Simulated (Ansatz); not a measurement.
**TlSe (I4/mcm, No. 140)**

Computed with LDA (PAW; Ansatz, a program for electronic structure).

Numerical settings: plane-wave cutoff 500 eV, 8×8×8 k mesh, Fermi–Dirac smearing 0.05 eV, scalar-relativistic PAW data made under PBE.

Cell (relaxed at this level):

```xyz
8
Lattice="-4.3585 4.3585 2.8153 4.3585 -4.3585 2.8153 4.3585 4.3585 -2.8153" Properties=species:S:1:pos:R:3 pbc="T T T"
Tl     2.5241     6.8826     0.0000
Tl     1.8344     2.5241     0.0000
Tl     2.5241     1.8344     2.8153
Tl     1.8344    -2.5241     2.8153
Se     0.0000     0.0000     4.2229
Se     0.0000     0.0000     1.4076
Se     0.0000     4.3585     1.4076
Se     4.3585     0.0000     1.4076
```

For TlSe (I4/mcm, No. 140), the band gap is none.

Measured, for comparison: band gap 0.73 eV (temperature not stated, not corrected to a static lattice, compiled measured gap; kind and temperature not stated; as tabulated in Kothakonda et al. (2022), arXiv:2208.02841).

Spin–orbit coupling is not included; it can shift volumes and moduli of such heavy elements.
